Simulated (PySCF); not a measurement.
Structure problem from calculated spectra and properties.

Formula: C4H4.

- Rotational structure: rotational constants A, B, C: 143.135, 3.974, 3.866 GHz [PBE0-D3(BJ)/def2-SVP]
- Valence photoelectron: vertical ionisation energy: 9.19 eV [ΔSCF PBE0/def2-SVPD]
- 13C NMR: chemical shifts (computed TMS as zero) by class: 189.3 (2 C), 103.8 (2 C) ppm [GIAO PBE0/pcSseg-1]
- Polarisability: 58.2 au [PBE0/def2-SVPD]
- Dipole: 0.00 D [PBE0/def2-SVPD]
- UV, strongest line: among the 10 lowest singlet transitions: S9 at 7.86 eV (158 nm, f = 1.497) [TDDFT PBE0/def2-SVPD]

Gas-phase values; electronic properties from PySCF, density fitting. Levels stand in brackets. Isolated species at its PBE0-D3(BJ)/def2-SVP geometry, gas phase. Each NMR value is the plain mean over a class of atoms that symmetry, rotation or inversion makes alike.

Question: Propose a structure and show how it fits.

Answer: Numbering: `[CH2:1]=[C:2]=[C:3]=[CH2:4]`. Its formula, C4H4, gives 3 degrees of unsaturation: 0 rings and 3 π bonds in the structure found. 4 carbons fall into 2 classes; from least to most shielded: central carbon of cumulated double bonds [C2/C3] (189.3 ppm, 2 C), outer carbon of cumulated double bonds [C1/C4] (103.8 ppm, 2 C). The first electron is taken from the HOMO, whose largest Löwdin shares are 0.27 on each of 2 atoms of one kind (outer carbon of cumulated double bonds) and 0.18 on each of 2 atoms of one kind (central carbon of cumulated double bonds). The vanishing dipole is forced by symmetry. The optimised geometry has point group D2h and is an asymmetric top. Structure: `C=C=C=C` (1,2,3-butatriene). Computed isomers that give other values at the same levels: `C=C1C=C1` (rotational constant A: 29.203 GHz; this holds for the one conformer computed); `C1=CC=C1` (rotational constant A: 16.963 GHz; this holds for the one conformer computed); `C#CC=C` (13C chemical shifts (computed TMS as zero) by class: 139.3 (1 C), 125.3 (1 C), 89.3 (1 C), 84.8 (1 C) ppm). The assignments are read from this structure; whether some other isomer fits the data as well wasn't checked.
